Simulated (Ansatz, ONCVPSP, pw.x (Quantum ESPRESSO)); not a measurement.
## pw.x on bcc W: one setting changed

Potential: optimised norm-conserving Vanderbilt (ONCV), ONCVPSP 4.0.1.1 (patched build), PBEsol; core [Kr] 4d10 4f14 5s2, reference 5p6 5d4 6s2; waves: 6s: rc 2.55 bohr, ncon 4, nbas 8, qcut 2.6 1/bohr, 2 projectors, debl 2.7 Ha; 5p: rc 1.85 bohr, ncon 5, nbas 9, qcut 9 1/bohr, 1 projector; 5d: rc 2.75 bohr, ncon 3, nbas 8, qcut 8.4 1/bohr, 2 projectors, debl 3.8 Ha; local part: polynomial inside 1.85 bohr (lpopt 3, dvloc0 0 Ha); core correction: Teter function, fcfact 1.5, rcfact 1.2.

The reference run (k-mesh 15³, cutoffs 75/300 Ry, Fermi–Dirac 0.01 Ry, mixing_beta 0.4, conv_thr 1e-9, no spin) gives -3.18 GPa at 15.687 Å³/atom, where all-electron LAPW gives 0.22 GPa. This run, with its own iteration cap, changes k-mesh shift to 1.

```
&control
  calculation='scf', prefix='x', pseudo_dir='./', outdir='./tmp', tstress=.true., disk_io='none'
/
&system
  ibrav=0, nat=1, ntyp=1, ecutwfc=75, ecutrho=300, nbnd=14,
  occupations='smearing', smearing='fd', degauss=0.01
/
&electrons
  conv_thr=1e-09, mixing_beta=0.4, electron_maxstep=50
/
ATOMIC_SPECIES
W 1.0 W.UPF
CELL_PARAMETERS angstrom
  -1.57698163 1.57698163 1.57698163
  1.57698163 -1.57698163 1.57698163
  1.57698163 1.57698163 -1.57698163
ATOMIC_POSITIONS crystal
W 0.0000 0.0000 0.0000
K_POINTS automatic
15 15 15 1 1 1
```

```bash
pw.x < W.scf.in > W.scf.out
```

**Question.** How does the run end?

**Answer.** It converges in 8 iterations; the free energy moves by -5.2 meV/atom and the pressure by -0.10 GPa.

```
Message from routine setup:
     using ibrav=0 with symmetry is DISCOURAGED, use correct ibrav instead
     lattice parameter (alat)  =       5.1616  a.u.
     unit-cell volume          =     105.8611 (a.u.)^3
     number of electrons       =        12.00
     number of Kohn-Sham states=           14
     kinetic-energy cutoff     =      75.0000  Ry
     charge density cutoff     =     300.0000  Ry
     scf convergence threshold =      1.0E-09
     Exchange-correlation= PBESOL
     number of k points=   120  Fermi-Dirac smearing, width (Ry)=  0.0100
     iteration #  1     ecut=    75.00 Ry     beta= 0.40
     total energy              =     -94.06599732 Ry
     estimated scf accuracy    <       0.03678099 Ry
     iteration #  2     ecut=    75.00 Ry     beta= 0.40
     total energy              =     -94.06549113 Ry
     estimated scf accuracy    <       0.00665539 Ry
     iteration #  3     ecut=    75.00 Ry     beta= 0.40
     total energy              =     -94.06621583 Ry
     estimated scf accuracy    <       0.00034964 Ry
     iteration #  4     ecut=    75.00 Ry     beta= 0.40
     total energy              =     -94.06623533 Ry
     estimated scf accuracy    <       0.00000893 Ry
     iteration #  5     ecut=    75.00 Ry     beta= 0.40
     total energy              =     -94.06623720 Ry
     estimated scf accuracy    <       0.00000030 Ry
     iteration #  6     ecut=    75.00 Ry     beta= 0.40
     total energy              =     -94.06623726 Ry
     estimated scf accuracy    <       0.00000002 Ry
     iteration #  7     ecut=    75.00 Ry     beta= 0.40
     total energy              =     -94.06623727 Ry
     estimated scf accuracy    <          2.9E-09 Ry
     iteration #  8     ecut=    75.00 Ry     beta= 0.40
     the Fermi energy is    21.3806 ev
!    total energy              =     -94.06623727 Ry
     estimated scf accuracy    <          6.2E-12 Ry
     smearing contrib. (-TS)   =      -0.00197866 Ry
     The total energy is F=E-TS. E is the sum of the following terms:
     one-electron contribution =       0.00991670 Ry
     hartree contribution      =       8.25755755 Ry
     xc contribution           =     -14.40581500 Ry
     ewald contribution        =     -87.92591787 Ry
     convergence has been achieved in   8 iterations
          total   stress  (Ry/bohr**3)                   (kbar)     P=      -32.84
     Message from routine punch:
     Nothing written, as per user request (disk_io='none')
```

The run took about 22 s on one core of a shared host (AMD EPYC 7R43 64-Core Processor, 256 threads, 1004 GiB, load 114).
